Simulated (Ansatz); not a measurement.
**triplet PH: levels of theory in one basis**

```xyz
2

P     0.0000    0.0000   -0.7187
H     0.0000    0.0000    0.7187
```

Basis set: def2-SVP (spherical functions). Correlated methods keep 5 orbitals frozen. Correlation on ROHF uses semicanonical orbitals with singles. Charge 0, multiplicity 3.

Computed with Ansatz (development build ahead of 0.2.0); each method stands on the lowest determinant of its kind that the runs found.

```tsv
method	E − E(ROHF) (eV)	<S²> of the determinant
ROHF	0.00	–
UHF	-0.17	2.02
ROHF-MP2	-2.37	–
UHF-MP2	-2.35	2.02
ROHF-CCSD(T)	-3.01	–
UHF-CCSD(T)	-3.01	2.02
```
